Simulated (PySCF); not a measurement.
# How good is the calculation?

Bonds (- single, = double, # triple, : aromatic): C1-O2 1.406 Å. C1 carries H3, H4, H5; O2 carries H6.

What is known from experiment: δ $^{17}$O O2 -0.9 ppm (measured; liquid, neat; L. Olsson, D. Cremer, J. Phys. Chem. 100 (1996) 16881).
δ $^{13}$C C1 49.6; δ $^{1}$H H3/H4/H5 3.27 ppm (measured; solution, THF-d8, 298 K; Fulmer et al., Organometallics 2010, 29, 2176).
δ $^{13}$C C1 49.9 ppm (measured; solution, toluene-d8, 298 K; Fulmer et al., Organometallics 2010, 29, 2176).
δ $^{13}$C C1 49.8; δ $^{1}$H H3/H4/H5 3.31 ppm (measured; solution, acetone-d6, 298 K; Fulmer et al., Organometallics 2010, 29, 2176).
δ $^{13}$C C1 49.9; δ $^{1}$H H3/H4/H5 3.34 ppm (measured; solution, CD3OD, 298 K; Fulmer et al., Organometallics 2010, 29, 2176).
σ $^{13}$C C1 136.5 ppm (measured; gas, 300 K; A. A. Auer, PhD thesis, Mainz 2002 (Auer, Gauss, Stanton, JCP 2003, 118, 10407)). Coupling constants: $^{1}J$(O2,H6) -85.0 Hz, $^{2}J$(H3,H4) -10.8 Hz, $^{2}J$(O2,H3) -7.5 Hz, $^{3}J$(H3,H6) 5.0 Hz, $^{1}J$(C1,H3) 141.0 Hz.

Computational details: shielding tensors at PBE0/pcSseg-1 (GIAO), J: B3LYP/pcJ-1, geometry from GFN2-xTB, in PySCF 2.14.0 with density-fitted response routines (no solvent model, one conformer, non-relativistic Hamiltonian, one averaged value for each set of equivalent atoms).

(1) How close does the calculation come?

(2) How far are the unscaled $^{13}$C shifts from the references?

(3) How far are the unscaled $^{1}$H shifts from the references?

Answers

(1) 
Reference values: measured (liquid, neat; L. Olsson, D. Cremer, J. Phys. Chem. 100 (1996) 16881).
```json
{"atoms": "O2", "quantity": "δ $^{17}$O vs gaseous H2O", "reference": "-0.9", "computed": "4.3"}
```

Reference values: measured (solution, THF-d8, 298 K; Fulmer et al., Organometallics 2010, 29, 2176).
| atoms | quantity | reference | computed | computed, scaled |
| --- | --- | --- | --- | --- |
| C1 | δ $^{13}$C | 49.6 | 54.4 | 50.8 |
| H3/H4/H5 | δ $^{1}$H | 3.27 | 3.79 | 3.66 |

Reference values: measured (solution, toluene-d8, 298 K; Fulmer et al., Organometallics 2010, 29, 2176).
```
atoms    quantity  reference  computed  computed, scaled
   C1  δ $^{13}$C       49.9      54.4              50.8
```

Reference values: measured (solution, acetone-d6, 298 K; Fulmer et al., Organometallics 2010, 29, 2176).
| atoms | quantity | reference | computed | computed, scaled |
| --- | --- | --- | --- | --- |
| C1 | δ $^{13}$C | 49.8 | 54.4 | 50.8 |
| H3/H4/H5 | δ $^{1}$H | 3.31 | 3.79 | 3.66 |

Reference values: measured (solution, CD3OD, 298 K; Fulmer et al., Organometallics 2010, 29, 2176).
| atoms | quantity | reference | computed | computed, scaled |
| --- | --- | --- | --- | --- |
| C1 | δ $^{13}$C | 49.9 | 54.4 | 50.8 |
| H3/H4/H5 | δ $^{1}$H | 3.34 | 3.79 | 3.66 |

Reference values: measured (gas, 300 K; A. A. Auer, PhD thesis, Mainz 2002 (Auer, Gauss, Stanton, JCP 2003, 118, 10407)).
```json
{"atoms": "C1", "quantity": "σ $^{13}$C", "reference": "136.5", "computed": "132.5"}
```

Absolute shieldings are compared as such; zero-point and thermal motion, absent here, lowers them by some tenths of a ppm for H, a few ppm for C and up to about 10 ppm for F.

Computed shifts are σ(ref) − σ with the named reference compound (TMS for H and C) calculated as an isolated molecule at the same level. The measured values may be among those fitted. Shieldings were converted by linear fits to measured shifts (mostly CDCl3, TMS scale, for H and C): $^{1}$H: δ = 30.01 − 0.943σ (rms 0.17 ppm, 504 shifts, 0.18 ppm with the 4 outliers that the fit left out); $^{13}$C: δ = 179.97 − 0.974σ (rms 2.1 ppm, 958 shifts, 2.3 ppm with the 13 outliers that the fit left out); $^{17}$O: δ = 266.70 − 0.911σ (rms 10.7 ppm, 155 shifts, 12.2 ppm with the 3 outliers that the fit left out vs liquid water, solution or neat liquid). Occasional misses reach two or three times the rms, and more in compound classes unlike the fitted ones. Hydrogens on heteroatoms aren't scaled, only referred to computed TMS.

Coupling constants in Hz:
```tsv
coupling	reference	computed	source
$^{1}J$(O2,H6)	-85.0	-70.4	measured; Int. J. Mol. Sci. 2003, 4, 143 (spin-spin coupling constants in ethane, methanol and methylamine)
$^{2}J$(H3,H4)	-10.8	-10.3	measured; Int. J. Mol. Sci. 2003, 4, 143 (spin-spin coupling constants in ethane, methanol and methylamine)
$^{2}J$(O2,H3)	-7.5	-6.4	measured; Int. J. Mol. Sci. 2003, 4, 143 (spin-spin coupling constants in ethane, methanol and methylamine)
$^{3}J$(H3,H6)	5.0	6.8	measured; Int. J. Mol. Sci. 2003, 4, 143 (spin-spin coupling constants in ethane, methanol and methylamine)
$^{1}J$(C1,H3)	141.0	143.9	measured; liquid or solution (compiled); San Fabian, Garcia de la Vega, Suardiaz et al., Magn. Reson. Chem. 2013, 51, 775 (SI)
```

(2) Mean signed difference +4.60 ppm, mean absolute 4.60 ppm over 4 comparisons; the largest is +4.8 ppm at C1 (methyl carbon bonded to O).

(3) Mean signed difference +0.48 ppm, mean absolute 0.48 ppm over 3 comparisons; the largest is +0.52 ppm at H3/H4/H5 (hydrogen on a methyl carbon bonded to O).

14 of the 53 published NMR values on file for this molecule are compared. The rest: values from further sources, exchangeable protons in solution, protons in aromatic solvents, other calculations.
